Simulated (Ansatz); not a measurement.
in.yaml

```yaml
crystal:
  periodic: [false, false, false]
  atoms:
    - {symbol: N, position_ang: [0.000000, 0.000000, 0.000000]}
    - {symbol: N, position_ang: [0.000000, 0.000000, 2.972000]}
basis:
  gaussian: {orbitals: 6-31G}
magnetization: {spin_polarized: false}
hamiltonian: {xc: {name: B3LYP}}
correlation: {method: ccsd_t, electrons: outside_noble_gas}
```

```sh
$ ansatz run in.yaml --threads 1 --pin off --events-out ev --progress --plain --max-ram 2393MiB
```

Roughly how long does this take on 1 thread of Arm Neoverse V1, shared host, and how much host memory?

1.6 s wall and 0.15 GiB.

```
264 factors; integrals over basis functions are off by at most 2.1e-4 eV
mean field evaluation 1: about -2962.7195 eV, gradient 6.3e0 eV
mean field evaluation 2: about -2962.7158 eV, gradient 6.3e0 eV
mean field evaluation 4: about -2962.8198 eV, gradient 3.8e-2 eV
mean field evaluation 8: about -2962.8196 eV, gradient 1.4e-1 eV
mean field evaluation 16: about -2962.8663 eV, gradient 4.0e-1 eV
mean field evaluation 32: about -2963.4115 eV, gradient 1.1e-6 eV
mean field evaluation 64: about -2963.3314 eV, gradient 1.1e-6 eV
mean field evaluation 96: about -2959.5454 eV, gradient 3.0e1 eV
mean field evaluation 128: about -2963.3953 eV, gradient 1.2e0 eV
mean field -2963.41151133 eV, -108.9033643690 hartree, gradient 1.0e-6 eV, S^2 0.000000; 14 other end points of the search recorded, 0 dependent functions left out; unrestricted orbitals would lower it
mean field evaluation 160: about -2955.7952 eV, gradient 6.5e-3 eV
unrestricted determinant -2955.80020157 eV, -108.6236538942 hartree, S^2 2.9883
2 core orbitals not correlated: weight in the atoms' cores, before any rotation towards them, 1.000 or more for the frozen orbitals, at most 0.000 for the correlated occupied ones
reference -2946.35347495 eV, -108.2764930945 hartree; 5, 5 occupied and 11, 11 virtual orbitals, 264 factors
second order -7.84114812 eV of doubles, -0.46170273 eV of singles
...
cycle  27  -8.87368143 eV  change    1.2e-5 eV  update   7.7e-5
cycle  28  -8.87361554 eV  change    6.6e-5 eV  update   2.8e-5
cycle  29  -8.87363551 eV  change   -2.0e-5 eV  update   9.1e-6
cycle  30  -8.87366261 eV  change   -2.7e-5 eV  update   5.9e-6
cycle  31  -8.87367237 eV  change   -9.8e-6 eV  update   3.8e-6
cycle  32  -8.87370097 eV  change   -2.9e-5 eV  update   3.3e-6
cycle  33  -8.87372858 eV  change   -2.8e-5 eV  update   2.6e-6
cycle  34  -8.87374144 eV  change   -1.3e-5 eV  update   2.0e-6
cycle  35  -8.87376716 eV  change   -2.6e-5 eV  update   1.8e-6
cycle  36  -8.87377271 eV  change   -5.5e-6 eV  update   1.4e-6
perturbative correction -0.90346099 eV, -0.0332015792 hartree
WARN: the results are in doubt because among natural orbitals the method converges to other amplitudes
Total energy: -2956.13070866 eV, -108.6357998058 hartree
In doubt: among natural orbitals the method converges to other amplitudes
```
